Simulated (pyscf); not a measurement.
HO–GeH₃ + hydrogen (H₂) + hydrogen fluoride (HF) → germane (GeH₄) + water (H₂O) + hydrogen fluoride (HF) (multi-bond step; singlet surface; Ge–O, H–H, F–H broken, Ge–H, H–O, F–H formed). Optimised with ωB97X-D3(BJ)/def2-SVP in PySCF. Energies in kJ/mol from the separated reactants.

| level | barrier | reaction energy |
|---|---|---|
| ωB97X-D3(BJ)/def2-TZVP | ___ | ___ |
| PBE/def2-TZVP | 91.8 | -1.5 |
| r²SCAN/def2-TZVP | ___ | +4.7 |
| B3LYP-D3(BJ)/def2-TZVP | 118.9 | +2.7 |
| PBE0-D3(BJ)/def2-TZVP | 107.6 | -3.9 |
| M06-2X/def2-TZVP | 132.8 | +21.8 |

Task: Fill in the missing entries.

Result: 
- ωB97X-D3(BJ)/def2-TZVP, barrier: 130.4
- ωB97X-D3(BJ)/def2-TZVP, reaction energy: +4.1
- r²SCAN/def2-TZVP, barrier: 104.8

The functionals in the table span 41.0 kJ/mol in this barrier, from PBE to M06-2X. On the reactant side the descent ends in a bound adduct (not fully relaxed), 48.4 kJ/mol under the separated species and 178.8 kJ/mol under the saddle at ωB97X-D3(BJ)/def2-TZVP. On the product side the descent ends in a complex, 31.1 kJ/mol under the separated species and 157.4 kJ/mol under the saddle at ωB97X-D3(BJ)/def2-TZVP. One saddle was located; it need not be the lowest between these sides. Elements up to Kr have no core potential and no relativistic terms here.
